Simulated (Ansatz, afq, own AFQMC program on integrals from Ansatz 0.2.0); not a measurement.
Two steps: Ansatz 0.2.0 writes the Fock matrix and Cholesky factors of the valence space, and afq projects on them the lowest state that overlaps trial and start.

```yaml
crystal:
  periodic: [false, false, false]
  atoms:
    - {symbol: Ge, position_ang: [0.000000, 0.000000, 0.000000]}
basis:
  gaussian: {orbitals: cc-pVQZ}
magnetization: {spin_polarized: true, initial_magnetization: 2}
correlation: {method: ccsd_t, electrons: outside_noble_gas, hamiltonian_folder: ham}
```

```sh
$ ansatz run in.yaml --threads 1 --pin off --events-out ev --progress --plain --max-ram 16896MiB --backend cuda --devices 0, --max-vram 18GiB
```

afq runs on the folder ham with

```
--method free --trial cisd --walkers 4000 --time-step 0.03 --max-blocks 4000 --target-error 0.00024 --factor-cut 1e-05 --seed 6646 --times 0,0.3,0.6,1.2,1.8,2.4,3.6,4.8,6 --taylor-order 8
```

Times are imaginary, in 1/Eh. The walk had a cap of 84 s. Filled inner d shells are frozen with the cores.

```
orbitals 54  electrons 3 1  factors 402 of 432
reference energy -2075.36358677 Eh
CCSD correlation -0.06713580 Eh in 8 cycles, weight of the determinant in the CISD state 0.9443
repeat  energy at the last time / Eh  error
    10  -2075.433377  0.000029
    20  -2075.433378  0.000024
    30  -2075.433390  0.000029
time / (1/Eh)  energy / Eh  error  mean overlap
  0.00  -2075.430724  0.000001  1.0588
  0.30  -2075.432001  0.000005  1.0585
  0.60  -2075.432583  0.000008  1.0584
  1.20  -2075.433073  0.000007  1.0570
  1.80  -2075.433248  0.000011  1.0556
  2.40  -2075.433295  0.000020  1.0557
  3.60  -2075.433375  0.000014  1.0530
  4.80  -2075.433363  0.000014  1.0508
  6.00  -2075.433390  0.000028  1.0554
energy -2075.433390 +/- 0.000028 Eh
```

Task: Estimate how long the walk took on 1 × NVIDIA H100 80GB HBM3 with 2 threads of AMD EPYC 7R13 Processor (Zen 3), with other jobs on the host (the card was shared).

Result: 30 s of wall time.

The run passed its tests (error under three times the target), which doesn't prove that it has relaxed.

Against this walk (error 0.8 meV) on the same determinant: CCSD(T) 15.1 meV higher, CCSDT(Q) 0.4 meV higher (within the noise), full CI 0.1 meV higher (within the noise). The error is statistical, and a free projection of finite length keeps a remainder of its start.

Cautions: remainder of the start not in the error; no relativity below Rb; no spin-orbit coupling; inner d shell frozen.

CCSDT and higher add their correlation energy to the determinant of the CCSD(T) run, since their own runs factorise the integrals more tightly (a shift of under 2 meV). A walk keeps the symmetry of its determinant, which the program's search chose and which needn't be the lowest solution, so a lower state of the same spin and another symmetry isn't excluded.
